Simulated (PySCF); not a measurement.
Input of a run (PBE0-D3(BJ)/def2-SVP geometry optimisation, gas phase (PySCF 2.14.0)), started from GFN2-xTB:
```
{"job": {"xc": "PBE0", "basis": "def2-SVP", "d3": "d3bj", "grid": 1, "shake": 0.01, "kind": "geom"}, "charge": 0, "multiplicity": 1}
O      1.650740    -2.423210    -0.611660
C      1.420350    -1.238220    -0.333360
C      2.515370    -0.284170    -0.137530
C      2.376190     1.004510     0.175370
C      0.999000     1.586150     0.341150
O      0.850890     2.770420     0.633450
C     -0.127510     0.667010     0.160470
C     -1.418940     1.156050     0.304090
C     -2.522250     0.315380     0.157270
C     -2.323380    -1.025780    -0.176350
C     -1.044250    -1.516910    -0.328530
C      0.070740    -0.678020    -0.159460
H      3.499920    -0.684750    -0.257910
H      3.154470     1.686340     0.327480
H     -1.572500     2.181560     0.561290
H     -3.523010     0.708050     0.265030
H     -3.165120    -1.669000    -0.323240
H     -0.868250    -2.543460    -0.583270
```

Output (energies in Eh, forces in Eh/bohr):
```
step   0  E = -534.13377334  max force = 0.054476
step   1  E = -534.13899191  max force = 0.009525
step   2  E = -534.14007803  max force = 0.006366
step   3  E = -534.14022325  max force = 0.006349
step   4  E = -534.14075685  max force = 0.002476
step   5  E = -534.14084304  max force = 0.000874
step   6  E = -534.14085475  max force = 0.002098
step   7  E = -534.14088078  max force = 0.000605
step   8  E = -534.14087990  max force = 0.000887
step   9  E = -534.14088645  max force = 0.000132
optimisation converged
```

Q: Summarise the run.

A: The energy falls by 4.5 kcal/mol over 10 energy and gradient evaluations, the largest force component goes from 0.0545 to 1.3e-04 Eh/bohr, and the atoms move by 0.030 Å rms after alignment. The bond that changes most is C4–H14 (alkene CH carbon to vinylic hydrogen), which lengthens by 0.047 Å. Bonds longer at the end by more than 0.005 Å: 13 of 19; shorter: 4. Among the angles that change most is C3–C4–H14, from 125.9° to 122.3°. The energy never rose by more than 1e-6 Eh on the way. The first step brought 73 % of the lowering.

Q: What are the final bond lengths?

A: O1=C2 1.214 Å, C2–C3 1.482 Å, C3=C4 1.343 Å, C4–C5 1.482 Å, C5=O6 1.215 Å, C5–C7 1.489 Å, C7–C8 1.396 Å, C8–C9 1.392 Å, C9–C10 1.398 Å, C10–C11 1.392 Å, C11–C12 1.396 Å, C2–C12 1.489 Å, C7–C12 1.405 Å, C3–H13 1.093 Å, C4–H14 1.093 Å, C8–H15 1.092 Å, C9–H16 1.093 Å, C10–H17 1.093 Å, C11–H18 1.092 Å. Numbering counts from 1 in the input's order; the species is `O=C1C=CC(=O)C2=CC=CC=C12` (naphthoquinone).

The run used 198 basis functions and 76 SCF cycles in all.

Whether it is a minimum is left open (no frequencies).
